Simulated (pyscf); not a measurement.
H₂N–GaH–OH + hydrogen (H₂) → HO–GaH₂ + ammonia (NH₃) (four-centre exchange; singlet surface; Ga–N, H–H broken, Ga–H, H–N formed). Single points on ωB97X-D3(BJ)/def2-SVP structures (PySCF, gas phase). Energies in kJ/mol from the separated reactants.

| level | barrier | reaction energy |
|---|---|---|
| ωB97X-D3(BJ)/def2-TZVP | 100.5 | +26.6 |
| PBE/def2-TZVP | 83.1 | +19.4 |
| B3LYP-D3(BJ)/def2-TZVP | 99.7 | +22.6 |
| PBE0-D3(BJ)/def2-TZVP | ? | +20.2 |
| ωB97M-D3(BJ)/def2-TZVP | ? | ? |
| HF/def2-TZVP | 144.5 | +11.4 |

Q: Some entries are withheld; supply them.

A: 
- PBE0-D3(BJ)/def2-TZVP, barrier: 86.1
- ωB97M-D3(BJ)/def2-TZVP, barrier: 101.0
- ωB97M-D3(BJ)/def2-TZVP, reaction energy: +19.0

The functionals in the table span 17.9 kJ/mol in this barrier, from PBE to ωB97M-D3(BJ)/def2-TZVP. On the product side the descent ends in an adduct with a Ga–N contact (not fully relaxed), 97.2 kJ/mol under the separated species and 171.1 kJ/mol under the saddle at ωB97X-D3(BJ)/def2-TZVP. What is counted as broken (Ga–N) persists as a longer contact in the product adduct; parting that adduct is a step of its own. At the saddle there is also a short Ga–H contact that neither side keeps. One saddle was located; it need not be the lowest between these sides. Elements up to Kr have no core potential and no relativistic terms here.
